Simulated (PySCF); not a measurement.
C6H9 (doublet state).
Z-matrix (Å and degrees, GFN2-xTB geometry), rows numbered from 1:
```
C 
C   1  1.4740
C   2  1.5061  1  111.60
C   3  1.5002  2  131.87  1   137.63
C   3  1.4829  2  136.40  1    49.06
C   5  1.4979  3   60.36  4   117.76
H   1  1.0718  2  121.16  3   102.17
H   1  1.0731  2  119.65  3   -67.19
H   2  1.0980  1  110.37  3   118.28
H   2  1.0939  1  110.74  3  -121.75
H   4  1.0836  3  117.54  5   107.51
H   4  1.0853  3  119.26  5  -108.51
H   5  1.0679  3  135.82  4  -121.15
H   6  1.0830  3  117.35  5  -107.59
H   6  1.0853  3  119.39  5   108.27
```

The hyperfine couplings belong to this conformer and change with its torsions.

The species is `[CH2]C[C@]12C[C@H]1C2` [radical].

Computed, not measured: UKS B3LYP, pcH-1 on C H, non-relativistic, mean-field spin-orbit, GIAO (PySCF). The structure is a single GFN2-xTB conformer in the gas phase; no vibrational or solvent corrections. The geometry wasn't refined by DFT: couplings that depend on bond lengths, twists or pyramidal angles can differ widely from those at the functional's own minimum. Stability of the SCF solution: not tested.

Largest spin populations (Mulliken): C1 (+1.08) and C2 (-0.08). C1 is the only atom above +0.15. The positive populations add up to 1.18 and the negative ones to -0.18, together 2S = 1. The angles at C1 add up to 359.2°, so it is planar; its axial dipolar tensor and the negative couplings of its protons fit spin in a p orbital normal to that plane.

McConnell's relation a(H) = Q·ρ ties the coupling of a proton on a planar π carbon to the spin population of that carbon. What Q do the computed values give?

```csv
H,C,ρ(C),a(H) (G),a/ρ (G)
H7,C1,+1.083,-22.65,-20.9
H8,C1,+1.083,-22.10,-20.4
```

These protons share one ρ (within 0.01), so their mean ratio, Q = -20.7 G, is no test of linearity. In McConnell's picture π spin on carbon polarises the C–H bond and leaves opposite spin at the proton, which makes Q negative, as found here.

How do the β-proton couplings of this frozen conformer go with θ, the angle between the C–H bond and the normal to the plane of the spin centre's three neighbours, both seen down the bond from centre to carbon?

```
β H  on  centre  θ (°)  cos²θ   a (G)
 H9  C2      C1     44   0.51  +28.26
H10  C2      C1     76   0.06   +2.69
```

Couplings in gauss use g_iso = 2.0026.
